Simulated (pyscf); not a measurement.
Four-centre exchange: H₃C–N(CH₃)–Sn(OH)(OH)–OH + H₂ → H₃C–NH–CH₃ + HO–SnH(OH)–OH

Gas phase, singlet surface, charge 0. Bonds broken: N2–Sn4, H17–H18. Bonds formed: N2–H17, Sn4–H18. Optimised with ωB97X-D3(BJ)/def2-SVP in PySCF.

Transition state (Å):

```xyz
18

C      0.8778     1.5681     1.1431
N      0.2203     0.2736     1.3147
C     -0.7531     0.2345     2.4025
Sn    -0.5128    -0.6069    -0.4701
O     -2.2425     0.3502    -0.5127
O      0.7430     0.1755    -1.7702
O     -1.1534    -2.3995    -0.9907
H      1.4382     1.8292     2.0569
H      0.1447     2.3691     0.9430
H      1.5738     1.5149     0.2929
H     -1.6421     0.8456     2.1745
H     -1.0820    -0.8087     2.5551
H     -0.2946     0.5917     3.3398
H     -2.9314    -0.1874    -0.9230
H      0.6335    -0.1949    -2.6544
H     -0.5157    -3.0642    -0.6979
H      0.9010    -0.8930     1.1880
H      0.9835    -1.7841     0.7117
```

One imaginary mode, 1422i cm⁻¹; descent along it reached the two sides named, in the forms told below.

```tsv
bond	change	reactant side (Å)	saddle	product side
N2–Sn4	breaks	1.998	2.121	2.360
H17–H18	breaks	0.763	1.014	3.0
N2–H17	forms	2.550	1.357	1.021
Sn4–H18	forms	3.8	2.241	1.715
```

Electronic energies relative to the separated reactants (kcal/mol):

| level | barrier | reaction energy | reverse barrier |
|---|---|---|---|
| ωB97X-D3(BJ)/def2-TZVP | 24.7 | -2.7 | 27.4 |
| PBE/def2-TZVP | 19.2 | -7.0 | 26.1 |
| r²SCAN/def2-TZVP | 20.2 | -5.0 | 25.1 |
| B3LYP-D3(BJ)/def2-TZVP | 23.0 | -4.6 | 27.6 |
| PBE0-D3(BJ)/def2-TZVP | 21.0 | -6.0 | 27.0 |
| M06-2X/def2-TZVP | 26.5 | -1.8 | 28.3 |
| ωB97M-D3(BJ)/def2-TZVP | 24.6 | -6.5 | 31.1 |
| HF/def2-TZVP | 40.3 | -11.9 | 52.2 |

With ωB97M-D3(BJ)/def2-TZVP energies and thermal terms (ideal gas, 1 atm, RRHO with modes under 100 cm⁻¹ raised to 100, one conformer, R ln 2 for chiral ones without a mode under 150 cm⁻¹), in kcal/mol:

```json
[
 {"T (K)": "298", "ΔH‡": "25.4", "ΔG‡": "34.6", "ΔH": "-3.6", "ΔG": "-6.8"},
 {"T (K)": "600", "ΔH‡": "24.4", "ΔG‡": "44.4", "ΔH": "-5.2", "ΔG": "-9.3"},
 {"T (K)": "900", "ΔH‡": "24.2", "ΔG‡": "54.5", "ΔH": "-6.3", "ΔG": "-11.0"},
 {"T (K)": "1200", "ΔH‡": "24.4", "ΔG‡": "64.5", "ΔH": "-7.0", "ΔG": "-12.5"}
]
```

On the product side the descent ends in an adduct with a N–Sn contact (not fully relaxed), 21.9 kcal/mol under the separated species and 49.3 kcal/mol under the saddle at ωB97X-D3(BJ)/def2-TZVP. What is counted as broken (N–Sn) persists as a longer contact in the product adduct; parting that adduct is a step of its own. At the saddle there is also a short H–Sn contact that neither side keeps. H₃C–NH–CH₃ lies 7.8 kcal/mol over its isomer H₃C–CH₂–NH₂ (electronic energy, ωB97M-D3(BJ)/def2-TZVP). This is the saddle that the search found; another between the same sides may lie lower. Elements past Kr carry the def2 core potentials, without spin-orbit coupling.
